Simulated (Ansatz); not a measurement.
Total energies of `CCCCC(C)O`.

| atom | x (Å) | y (Å) | z (Å) |
| --- | --- | --- | --- |
| C1 | -0.638 | 1.441 | 2.684 |
| C2 | 0.041 | 0.588 | 1.627 |
| C3 | -0.944 | 0.017 | 0.618 |
| C4 | -0.317 | -0.911 | -0.412 |
| C5 | 0.660 | -0.236 | -1.365 |
| C6 | 1.256 | -1.220 | -2.353 |
| O7 | 0.060 | 0.862 | -2.034 |
| H8 | 0.082 | 1.845 | 3.400 |
| H9 | -1.375 | 0.860 | 3.246 |
| H10 | -1.162 | 2.285 | 2.228 |
| H11 | 0.584 | -0.235 | 2.109 |
| H12 | 0.795 | 1.189 | 1.109 |
| H13 | -1.445 | 0.841 | 0.100 |
| H14 | -1.725 | -0.531 | 1.158 |
| H15 | -1.109 | -1.378 | -1.014 |
| H16 | 0.202 | -1.733 | 0.095 |
| H17 | 1.473 | 0.216 | -0.787 |
| H18 | 1.801 | -2.015 | -1.838 |
| H19 | 1.942 | -0.711 | -3.032 |
| H20 | 0.467 | -1.691 | -2.950 |
| H21 | -0.648 | 0.519 | -2.588 |

Charge 0, multiplicity 1. Geometry: relaxed with PBE0-D4/def2-TZVP. It is one conformer, not always the lowest. Basis def2-TZVPP, the Gaussian-basis code of Ansatz.

RPA on PBE orbitals: Hartree–Fock energy of these orbitals -310.27794 Eh, correlation -2.15206 Eh (frozen core).

```json
{"functional": "r2SCANh", "energy without D4 (Eh)": "-312.21754", "D4 term (kJ/mol)": "-11.6"}
{"functional": "LC-ωPBE", "energy without D4 (Eh)": "-312.23677", "D4 term (kJ/mol)": "–"}
```

Give the same for LDA (SPW92), PBE, revPBE, BLYP, r2SCAN, B97M-V, PBE0, B3LYP, r2SCAN0, HSE06 (plane-wave form), BHLYP, CAM-B3LYP, ωB97X-V, ωB97M-V, B2PLYP, PBE-QIDH. (An estimate is asked.)

The calculation gave: 
```csv
functional,energy without D4 (Eh),D4 term (kJ/mol)
LDA (SPW92),-309.62145,–
PBE,-311.99443,-40.6
revPBE,-312.31103,-138.5
BLYP,-312.25173,-89.5
r2SCAN,-312.22873,-11.2
B97M-V,-312.40367,–
PBE0,-312.04316,-34.2
B3LYP,-312.43133,-63.7
r2SCAN0,-312.20216,-12.7
HSE06 (plane-wave form),-312.02440,-31.5
BHLYP,-312.22536,-43.3
CAM-B3LYP,-312.25373,-34.0
ωB97X-V,-312.33100,–
ωB97M-V,-312.25373,–
B2PLYP,-312.13588,–
PBE-QIDH,-312.00584,–
```

B3LYP takes the VWN-RPA correlation (the form of Gaussian; ORCA's B3LYP/G). HSE06 is the plane-wave form, built on full-range PBE exchange. The double hybrids freeze the cores in their second-order part.

LC-ωPBE has ω = 0.4 bohr⁻¹.
